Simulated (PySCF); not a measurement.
**A barrier at the coupled-cluster level**

Start structure (CH5AlO, singlet), relaxed at PBE0-D4/def2-TZVP:

```xyz
8
angstrom
Al -0.8132 -0.1603 0.3425
C 0.8581 0.7404 -0.0968
O -1.1642 -1.7333 -0.1970
H -0.5712 -2.2533 -0.7362
H -1.9504 0.4982 1.2218
H 1.4021 1.0109 0.8146
H 0.6637 1.6784 -0.6279
H 1.5265 0.1383 -0.7173
```

The step: CH₅AlO ([CH3][AlH][OH]) → AlHO ([O][AlH]) + CH₄; bonds formed: C2–H4; bonds broken: Al1–C2, O3–H4. PySCF 2.14 with density fitting (its default auxiliary sets; JK sets also for MP2 and CCSD(T)); basis: def2-TZVPP and def2-QZVPP; cores frozen in the correlated methods. Extrapolation: Hartree–Fock as exp(−7.88 √X), correlation as X^−2.97. Energies below are by CCSD(T) at an estimated basis limit (MP2 extrapolated from triple and quadruple zeta, plus CCSD(T) − MP2 in triple zeta).

**Question.** What are the electronic barrier and the energy of the step, from the start structure to the end structure? (An estimate is asked for; the value comes from the calculation.)

**Answer.** Computed: Barrier 280.3 kJ/mol; step energy 216.6 kJ/mol (uphill); reverse barrier, their difference, 63.7 kJ/mol. Barrier and step energy count from the start structure, the reverse barrier from the end structure.

The saddle point: One imaginary mode of 1164i cm⁻¹.
```json
{"pair": "C2–H4", "start (Å)": "3.38", "saddle (Å)": "1.30", "end (Å)": "1.10"}
{"pair": "Al1–C2", "start (Å)": "1.95", "saddle (Å)": "2.18", "end (Å)": "2.88"}
{"pair": "O3–H4", "start (Å)": "0.96", "saddle (Å)": "1.48", "end (Å)": "2.63"}
```

Zero-point energy (harmonic, PBE0-D4): ZPE is 146.2 kJ/mol at the start and 136.7 kJ/mol at the saddle, so the barrier goes from 280.3 to 270.8 kJ/mol.

The T1 diagnostic stays at or below 0.027. The T1 diagnostic is large here, which may signal multireference character or strong orbital relaxation, so CCSD(T) is less sure.

Labels in which every atom is bracketed show which atoms are joined, not bond orders.

For scale, one of the runs: CCSD(T)/def2-TZVPP, 174 basis functions, launched by `OMP_NUM_THREADS=4 python run.py`. Hardware: 4 CPU threads of an Arm Neoverse V2, shared host. Wall time 2.9 min; peak host memory 1.4 GiB.
